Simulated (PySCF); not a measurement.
## Mg: ionisation energy

Mg [Ne] 3s2 (1S) → Mg⁺ [Ne] 3s1 (2S), as a difference of total energies. All numbers are calculated (PySCF 2.14, the spin-free X2C one-electron Hamiltonian (Gaussian nucleus), in x2c-TZVPPall with one added diffuse shell each of s, p, d type (6s5p4d, 41 functions)). Correlated levels: valence and next inner shell: 1s2 frozen. The calculations carry no spin-orbit coupling.

```csv
method,ionisation energy (eV)
UHF,6.621
MP2 (valence and next inner shell),7.311
SCS-MP2 (valence and next inner shell),7.407
CCSD (valence and next inner shell),7.550
CCSD(T) (valence and next inner shell),7.574
```

Q: How much does correlation contribute at CCSD(T) (valence and next inner shell)?

A: 7.574 − (6.621) = 0.953 eV, measured against UHF.

Errors of the correlated levels include the incompleteness of this basis and the frozen core.

For comparison: 7.646 eV (measured; NIST Atomic Spectra Database, ionization energies).
